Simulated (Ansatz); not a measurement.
**PN (triplet): from Hartree-Fock to the top rungs, cc-pVDZ**

An exercise on one series of results from a longer session: the logs are not shown, and one member is left open.

Method: cc-pVDZ, core rule «outside noble gas», up to 6 orbitals frozen; program: Ansatz 0.2.0, Gaussian basis.

The runs, in order: UHF; CCSD(T) on ROHF; CCSD(T) on UHF; BCCD(T) on ROHF; CISD as a restricted active space (open shells left free, so some higher excitations enter); CCSDT(Q) on ROHF; CCSDT(Q) on UHF; CASSCF and MRCISD+Q, 10 electrons in 8 orbitals; CASSCF and NEVPT2, 10 electrons in 8 orbitals.

12 further runs of the same task are left out: 3 that didn't finish, 9 set aside as unsound or not needed. Runs told in other sessions of the task aren't counted.

### The system

The geometry is a PBE0/def2-TZVP stationary point (not a proven minimum) of the parent state, kept for this charge and spin.

2 atoms, charge 0, spin multiplicity 3.

Atoms are counted from 1 here; the program's logs count them from 0.

Bond lengths: N1–P2 1.479 Å.

The first run:

in.yaml

```yaml
crystal:
  periodic: [false, false, false]
  atoms:
    - {symbol: N, position_ang: [0.000000, 0.000000, 0.000000]}
    - {symbol: P, position_ang: [0.000000, 0.000000, 1.479400]}
basis:
  gaussian: {orbitals: cc-pVDZ}
magnetization: {spin_polarized: true, initial_magnetization: 2}
hamiltonian: {xc: hf}
output: {orbitals: {seedname: orbitals}}
```

Started as:

```sh
ansatz run in.yaml --threads 1 --pin off --events-out ev --progress --plain --max-ram 2393MiB
```

Among the steps run: UHF; CCSD(T) on ROHF; CCSD(T) on UHF; BCCD(T) on ROHF; CISD as a restricted active space (open shells left free, so some higher excitations enter); CCSDT(Q) on ROHF; CCSDT(Q) on UHF; CASSCF and MRCISD+Q, 10 electrons in 8 orbitals; CASSCF and NEVPT2, 10 electrons in 8 orbitals.

One of the session's tables, all rows but one given; the rest of the session is left out.

| method | from RCCSDT(Q) (meV) |
| --- | --- |
| ROHF | +7319.8 |
| UHF | ? |
| RMP2 | +1473.6 |
| UMP2 | +1715.0 |
| CISD | +1135.1 |
| RCCSD | +688.8 |
| UCCSD | +696.3 |
| RCCSD(T) | +407.5 |
| UCCSD(T) | +426.7 |
| BCCD(T) | +416.8 |
| RCCSDT | +117.5 |
| UCCSDT | +128.3 |
| RCCSDT(Q) | 0 |
| UCCSDT(Q) | -0.6 |
| CASSCF valence | +5156.2 |
| NEVPT2 valence | +1039.5 |
| MRCISD valence | +403.9 |
| MRCISD+Q valence | +61.4 |

Q: Estimate the row for UHF from the others.

The run gave: from RCCSDT(Q) (meV): +7043.2. In the column «from RCCSDT(Q) (meV)» it lies between CASSCF valence (+5156.2) and ROHF (+7319.8).

The program flags RCCSDT(Q), UCCSDT(Q) as in doubt (see the logs), so the zero of the table is itself unsure.

To keep in mind: The report flags that the cluster equations may have other roots. The program flags RCCSDT(Q), UCCSDT(Q) as in doubt, so the zero of the table is itself unsure. Restricted and unrestricted rows rest on different reference determinants; a gap between their highest levels can come from leftover correlation error, from unlike frozen cores or from another state.
